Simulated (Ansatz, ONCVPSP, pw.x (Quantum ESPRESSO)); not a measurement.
# Equation-of-state test of one ONCV potential (Sm)

samarium (Sm), optimised norm-conserving Vanderbilt (ONCV), made with ONCVPSP 4.0.1.1 (patched build) (LDA (Perdew-Wang 92), scalar-relativistic). Core [Kr] 4d10, reference 4f6 5s2 5p6 6s1.5 (charge +0.5). Waves: 5s+6s: rc 2.60 bohr, ncon 3, nbas 7, qcut 5 1/bohr, 2 projectors; 5p: rc 2.20 bohr, ncon 5, nbas 9, qcut 7.8 1/bohr, 2 projectors, debl 3.2 Ha; d scattering state at 0.02 Ha: rc 2.30 bohr, ncon 4, nbas 7, qcut 4.5 1/bohr, 2 projectors, debl 1.8 Ha; 4f: rc 1.60 bohr, ncon 4, nbas 9, qcut 12.9 1/bohr, 1 projector. Local part: polynomial inside 1.45 bohr (lpopt 5, dvloc0 3 Ha). Core correction: polynomial model core, fcfact 0.65.

In the d channel the program set the typed energies aside and used 0.050, 1.850 Ha.

Crystal test: fcc Sm in pw.x 7.5, no spin, 13³ k-points, Fermi–Dirac smearing 0.01 Ry, cutoffs 160/640 Ry. The reference is all-electron LAPW (Ansatz 0.2.0) with the same functional, mesh and smearing; V0 and B0 come from Birch–Murnaghan fits to the pressures at five volumes. Errors are pseudo minus all-electron; Δ is the rms difference of the E(V) curves that follow from these fits, minima aligned, over ±6 % about the mean V0. Mesh and smearing are coarse, so the numbers serve the comparison and aren't converged zero-temperature values; the lattice is a test structure that the element need not adopt. Spin polarisation and strong correlation are left out, which matters for this element.

```
V (Å³/atom)  P all-electron (GPa)  P pseudo (GPa)
     18.610                  2.17            2.64
     19.100                  0.97            1.33
     19.590                 -0.05            0.26
     20.080                 -0.91           -0.69
     20.570                 -1.64           -1.47
```

All-electron: a0 = 4.277 Å (V0 = 19.57 Å³/atom), B0 = 37.6 GPa.

Pseudopotential: mean pressure error (GPa): +0.31; a0 (Å): 4.288; a0 error (%): +0.25; B0 error (%): +3.5; Δ (meV/atom): 1.3. Atomic configuration tests: tests left out (the all-electron energies of this program are off by 10 to 40 meV for near-neutral 4f atoms).

At the middle volume, how do free energy and pressure move when the wave cutoff is lowered (ecutrho kept at four times it)?

| cutoff (Ry) | shift of F (meV/atom) | shift of P (GPa) |
| --- | --- | --- |
| 72 | +41213.7 | -1099.49 |

The run at the middle volume (84 k-points, 17 iterations) took about 4.6 min on one core of a shared host (Neoverse-N1, 64 threads, 124 GiB, load 65).
